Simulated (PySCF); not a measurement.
PySCF input (BP86/def2-TZVPD):

```python
from pyscf import gto, scf, dft

mol = gto.M(
    atom='''
    C     0.00050689   -0.00132078    0.55496514
    F    -0.01645668    1.26857246   -0.12029224
    F     1.10642385   -0.61968926   -0.12581178
    F    -1.09030510   -0.64800268   -0.12387274
    ''',
    basis='def2-tzvpd',
    charge=-1,
    spin=0,
    verbose=4,
)

mf = dft.RKS(mol, xc='bp86').density_fit(auxbasis='def2-universal-jkfit')
mf.grids.level = 3
mf.conv_tol = 1e-9
mf.max_cycle = 100
mf.max_memory = 1500
mf.kernel()
if not mf.converged:
    mf = mf.newton()
    mf.kernel(mf.make_rdm1())
mf.analyze()
```

Output:

```
PySCF version 2.14.0

[INPUT] verbose = 4
[INPUT] num. atoms = 4
[INPUT] num. electrons = 34
[INPUT] charge = -1
[INPUT] spin (= nelec alpha-beta = 2S) = 0
[INPUT] symmetry False subgroup None
[INPUT] Mole.unit = angstrom
[INPUT] Symbol           X                Y                Z      unit          X                Y                Z       unit  Magmom
[INPUT]  1 C      0.000506890000  -0.001320780000   0.554965140000 AA    0.000957883275  -0.002495912471   1.048732123281 Bohr   0.0
[INPUT]  2 F     -0.016456680000   1.268572460000  -0.120292240000 AA   -0.031098618120   2.397254518566  -0.227319388510 Bohr   0.0
[INPUT]  3 F      1.106423850000  -0.619689260000  -0.125811780000 AA    2.090838054187  -1.171042983734  -0.237749807444 Bohr   0.0
[INPUT]  4 F     -1.090305100000  -0.648002680000  -0.123872740000 AA   -2.060378031217  -1.224547593184  -0.234085552899 Bohr   0.0

nuclear repulsion = 118.132354680279
number of shells = 55
number of NR pGTOs = 217
number of NR cGTOs = 157
basis = def2-tzvpd
ecp = {}

******** <class 'pyscf.df.df_jk.DFRKS'> ********
method = DFRKS
initial guess = minao
damping factor = 0
level_shift factor = 0
DIIS = <class 'pyscf.scf.diis.CDIIS'>
diis_start_cycle = 1
diis_space = 8
diis_damp = 0
SCF conv_tol = 1e-09
SCF conv_tol_grad = None
SCF max_cycles = 100
direct_scf = False
XC library pyscf.dft.libxc version 7.1.2
    S. Lehtola, C. Steigemann, M. J. T. Oliveira, and M. A. L. Marques,  SoftwareX 7, 1–5 (2018)
XC functionals = bp86
    A. D. Becke,  Phys. Rev. A 38, 3098 (1988)
    J. P. Perdew,  Phys. Rev. B 33, 8822 (1986)
    J. P. Perdew,  Phys. Rev. B 34, 7406–7406 (1986)
radial grids:
    Treutler-Ahlrichs [JCP 102, 346 (1995); DOI:10.1063/1.469408] (M4) radial grids

becke partition: Becke, JCP 88, 2547 (1988); DOI:10.1063/1.454033
pruning grids: <function nwchem_prune>
grids dens level: 3
symmetrized grids: False
atomic radii adjust function: <function treutler_atomic_radii_adjust>
small_rho_cutoff = 0
Set gradient conv threshold to 3.16228e-05
Initial guess from minao.
tot grids = 56904
init E= -337.90398245404
  HOMO = -0.237932634990884  LUMO = 0.0138784368633426  gap/eV = 6.85213
cycle= 1 E= -337.649818424906  delta_E= 0.254  |g|= 0.915  |ddm|= 1.55
  HOMO = 0.0851643125266008  LUMO = 0.185462566265855  gap/eV = 2.72925
cycle= 2 E= -337.184926080249  delta_E= 0.465  |g|=    2  |ddm|= 2.95
  HOMO = 0.0549820828676069  LUMO = 0.172618829797539  gap/eV = 3.20106
cycle= 3 E= -337.778595127881  delta_E= -0.594  |g|= 0.116  |ddm|= 1.21
[...]
cycle= 10 E= -337.782548312502  delta_E= -1.45e-10  |g|= 8.18e-06  |ddm|= 2e-05
  HOMO = 0.0311889696553571  LUMO = 0.170849318886667  gap/eV = 3.80035
Extra cycle  E= -337.78254831246  delta_E= 4.23e-11  |g|= 1.85e-05  |ddm|= 1.44e-05
converged SCF energy = -337.78254831246
**** SCF Summaries ****
Total Energy =                        -337.782548312460051
Nuclear Repulsion Energy =             118.132354680279079
One-electron Energy =                 -712.906410787092796
Two-electron Energy =                  256.991507794353652
Two-electron Coulomb Energy =          293.927049872034161
DFT Exchange-Correlation Energy =      -36.935542077680502
HOMO-LUMO gap [eV] =                     3.800351674621180
**** MO energy ****
MO #1   energy= -24.0513053129433  occ= 2
MO #2   energy= -24.0513034075974  occ= 2
MO #3   energy= -24.0513020987507  occ= 2
MO #4   energy= -9.82521161032777  occ= 2
MO #5   energy= -0.916620695327158 occ= 2
MO #6   energy= -0.844834009189433 occ= 2
MO #7   energy= -0.844832886761435 occ= 2
MO #8   energy= -0.367394548951495 occ= 2
MO #9   energy= -0.249176272539748 occ= 2
MO #10  energy= -0.249175731850732 occ= 2
MO #11  energy= -0.199503845099866 occ= 2
MO #12  energy= -0.153181039879889 occ= 2
MO #13  energy= -0.153180473865352 occ= 2
MO #14  energy= -0.112785836563559 occ= 2
MO #15  energy= -0.112785275570304 occ= 2
MO #16  energy= -0.0994311365333721 occ= 2
MO #17  energy= 0.0311889696553571 occ= 2
MO #18  energy= 0.170849318886667  occ= 0
MO #19  energy= 0.195236411884419  occ= 0
MO #20  energy= 0.195236486322747  occ= 0
MO #21  energy= 0.213603784398805  occ= 0
MO #22  energy= 0.255716832085218  occ= 0
MO #23  energy= 0.255719701784287  occ= 0
MO #24  energy= 0.267374255901106  occ= 0
MO #25  energy= 0.267375393829316  occ= 0
MO #26  energy= 0.279771155153214  occ= 0
MO #27  energy= 0.303417951223451  occ= 0
MO #28  energy= 0.303418265729196  occ= 0
MO #29  energy= 0.328744616828948  occ= 0
MO #30  energy= 0.35168652129607   occ= 0
MO #31  energy= 0.399126421931921  occ= 0
MO #32  energy= 0.434678811687968  occ= 0
MO #33  energy= 0.434680439317467  occ= 0
MO #34  energy= 0.460483061505477  occ= 0
MO #35  energy= 0.467816091878217  occ= 0
MO #36  energy= 0.467817159929989  occ= 0
MO #37  energy= 0.493877751443458  occ= 0
MO #38  energy= 0.493879080697054  occ= 0
MO #39  energy= 0.530496002762668  occ= 0
MO #40  energy= 0.587598456701724  occ= 0
MO #41  energy= 0.587600242042418  occ= 0
MO #42  energy= 0.611788868519434  occ= 0
MO #43  energy= 0.643093076415479  occ= 0
MO #44  energy= 0.703540035200011  occ= 0
MO #45  energy= 0.703541566340531  occ= 0
MO #46  energy= 0.759565846552616  occ= 0
MO #47  energy= 0.759568287703612  occ= 0
MO #48  energy= 0.785128583038739  occ= 0
MO #49  energy= 0.792536136004537  occ= 0
MO #50  energy= 0.792540004895918  occ= 0
MO #51  energy= 0.794281319854541  occ= 0
MO #52  energy= 0.824562708816948  occ= 0
MO #53  energy= 0.856493527001956  occ= 0
MO #54  energy= 0.856495828633852  occ= 0
MO #55  energy= 0.933493872430054  occ= 0
MO #56  energy= 0.957018610027042  occ= 0
MO #57  energy= 0.957025523476195  occ= 0
MO #58  energy= 1.02047366144028   occ= 0
MO #59  energy= 1.02662273063814   occ= 0
MO #60  energy= 1.02663315591449   occ= 0
MO #61  energy= 1.17571547954257   occ= 0
MO #62  energy= 1.17571605194322   occ= 0
MO #63  energy= 1.20687901770009   occ= 0
MO #64  energy= 1.26330121929943   occ= 0
MO #65  energy= 1.26330751133715   occ= 0
MO #66  energy= 1.30981739280117   occ= 0
MO #67  energy= 1.34527221660485   occ= 0
MO #68  energy= 1.3452732330272    occ= 0
MO #69  energy= 1.35138283605369   occ= 0
MO #70  energy= 1.36919163758305   occ= 0
MO #71  energy= 1.38288302796066   occ= 0
MO #72  energy= 1.38288363726022   occ= 0
MO #73  energy= 1.52759310677458   occ= 0
MO #74  energy= 1.52759985693051   occ= 0
MO #75  energy= 1.77883419061103   occ= 0
MO #76  energy= 2.19696286092637   occ= 0
MO #77  energy= 2.19696397955132   occ= 0
MO #78  energy= 2.22914072434125   occ= 0
MO #79  energy= 2.24552037956838   occ= 0
MO #80  energy= 2.29673210188554   occ= 0
MO #81  energy= 2.29673460761024   occ= 0
MO #82  energy= 2.31179883178945   occ= 0
MO #83  energy= 2.40446180105345   occ= 0
MO #84  energy= 2.40446530611928   occ= 0
MO #85  energy= 2.40800398920907   occ= 0
MO #86  energy= 2.45445129363564   occ= 0
MO #87  energy= 2.45446121401337   occ= 0
MO #88  energy= 2.53456181202893   occ= 0
MO #89  energy= 2.5345622239779    occ= 0
MO #90  energy= 2.74236699802793   occ= 0
MO #91  energy= 2.92424442487232   occ= 0
MO #92  energy= 3.01405337348759   occ= 0
MO #93  energy= 3.0140580321278    occ= 0
MO #94  energy= 3.09221352420688   occ= 0
MO #95  energy= 3.21383059523031   occ= 0
MO #96  energy= 3.21383298433887   occ= 0
MO #97  energy= 3.32284487512555   occ= 0
MO #98  energy= 3.33665858346387   occ= 0
MO #99  energy= 3.33666454176667   occ= 0
MO #100 energy= 3.38683541485983   occ= 0
MO #101 energy= 3.48527255887687   occ= 0
MO #102 energy= 3.4852769812696    occ= 0
MO #103 energy= 3.6141812310823    occ= 0
MO #104 energy= 3.61418830852333   occ= 0
MO #105 energy= 3.6487164468106    occ= 0
MO #106 energy= 3.77003429658381   occ= 0
MO #107 energy= 3.85154848708385   occ= 0
[...]
```

It need not be the lowest isomer of its formula. Whether it binds its extra electron was not tested at this geometry.
